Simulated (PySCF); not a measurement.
Na₂.
SMILES: `[Na][Na]`

Computed, not measured: CAM-B3LYP/def2-TZVP geometry optimisation, gas phase (PySCF).

Masses are those of the commonest isotopes; rigid-rotor values at the optimised geometry. 

(1) What are the moment of inertia and the rotational constant?

(2) List the first levels of a rigid rotor in a Σ state.

(3) Has it a pure rotational spectrum?

(4) Estimate the classical rotational partition function at 10 K, 200 K and 298.15 K.

## Answers

(1) I = 104.255 u·Å², B = 505379 MHz·u·Å²/I = 4848 MHz (0.1617 cm⁻¹, or 0.233 K as hB/k). For two atoms I = μr² with μ = 11.4949 u and r = 3.0116 Å.

(2) E(J) = BJ(J+1): J = 1: 0.323, J = 2: 0.970, J = 3: 1.940, J = 4: 3.234, J = 5: 4.851, J = 6: 6.791 cm⁻¹.

(3) Not by electric dipole: D∞h allows no dipole (computed 0.00 D). Rotational Raman lines (ΔJ = 2) lie at B(4J + 6), spaced by 4B = 0.647 cm⁻¹, with nuclear-spin weights that differ between even and odd J.

(4) Point group D∞h, symmetry number σ = 2; q = kT/(σhB), k/h = 20836.6 MHz/K: 21.5 at 10 K, 430 at 200 K, 641 at 298.15 K.

CAM-B3LYP/def2-TZVP frequencies: not computed here. No vibrational averaging or centrifugal distortion is included, and the geometry carries the error of its method.

Hardware: an Arm Neoverse N1 with one thread (shared host). Cost: 5.1 s, 0.30 GiB resident at most. That covers the optimisation of the geometry.
